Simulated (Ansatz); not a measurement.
in.yaml

```yaml
crystal:
  periodic: [false, false, false]
  atoms:
    - {symbol: Si, position_ang: [0.000000, 0.000000, 0.111800]}
    - {symbol: P, position_ang: [0.000000, 0.000000, -1.832600]}
    - {symbol: H, position_ang: [0.000000, 0.000000, 1.720800]}
basis:
  gaussian: {orbitals: STO-3G, fitting: {mean_field: def2-universal-jkfit}}
magnetization: {spin_polarized: true, initial_magnetization: 0}
correlation: {method: ccsd_t, electrons: valence}
accuracy: high
output: {forces: true}
```

```sh
$ ansatz run in.yaml --threads 1 --pin off --events-out ev --progress --plain --max-ram 2393MiB
```

Log:

```
274 factors; integrals over basis functions are off by at most 8.1e-3 eV
mean field evaluation 1: about -16947.8773 eV, gradient 1.8e1 eV
mean field evaluation 2: about -16945.4784 eV, gradient 2.6e1 eV
mean field evaluation 4: about -16950.6728 eV, gradient 2.1e-1 eV
mean field evaluation 8: about -16950.9031 eV, gradient 1.4e0 eV
mean field evaluation 16: about -16950.7719 eV, gradient 1.2e-1 eV
mean field evaluation 32: about -16947.8773 eV, gradient 1.8e1 eV
mean field evaluation 64: about -16951.6505 eV, gradient 2.0e-1 eV
mean field evaluation 96: about -16950.2761 eV, gradient 3.4e0 eV
mean field evaluation 128: about -16947.9697 eV, gradient 2.7e-2 eV
mean field evaluation 160: about -16947.9654 eV, gradient 3.2e-1 eV
...
cycle  15  -3.32904622 eV  change    1.3e-8 eV  update   4.2e-8
cycle  16  -3.32904645 eV  change   -2.2e-7 eV  update   1.5e-7
cycle  17  -3.32904687 eV  change   -4.3e-7 eV  update   8.6e-8
cycle  18  -3.32904727 eV  change   -4.0e-7 eV  update   4.6e-8
cycle  19  -3.32904740 eV  change   -1.3e-7 eV  update   1.6e-8
cycle  20  -3.32904743 eV  change   -3.0e-8 eV  update   6.3e-9
cycle  21  -3.32904745 eV  change   -2.1e-8 eV  update   3.5e-9
cycle  22  -3.32904746 eV  change   -7.6e-9 eV  update   1.3e-9
cycle  23  -3.32904746 eV  change   -3.0e-9 eV  update  4.5e-10
cycle  24  -3.32904746 eV  change   -1.0e-9 eV  update  1.7e-10
perturbative correction -0.06223317 eV, -0.0022870270 hartree
WARN: the results are in doubt because among natural orbitals full CI differs from the method by -0.116 eV
the calculation of the forces begins
Total energy: -16955.04321872 eV, -623.0863457467 hartree
Atom 0 at     0.000000     0.000000     0.111800 Å, force     0.000000     0.000000     1.069336 eV/Å
Atom 1 at     0.000000     0.000000    -1.832600 Å, force     0.000000     0.000000     1.598145 eV/Å
Atom 2 at     0.000000     0.000000     1.720800 Å, force    -0.000000    -0.000000    -2.667481 eV/Å
Dipole moment:     0.000000    -0.000000     0.167910 e Å
In doubt: among natural orbitals full CI differs from the method by -0.116 eV
```

Forces (eV/Å):
```
Si   0.000  0.000  1.069
P    0.000  0.000  1.598
H    0.000  0.000 -2.667
```

Ran on 1 thread of Intel Xeon, shared host: 8.5 s wall, 0.09 GiB peak host memory.
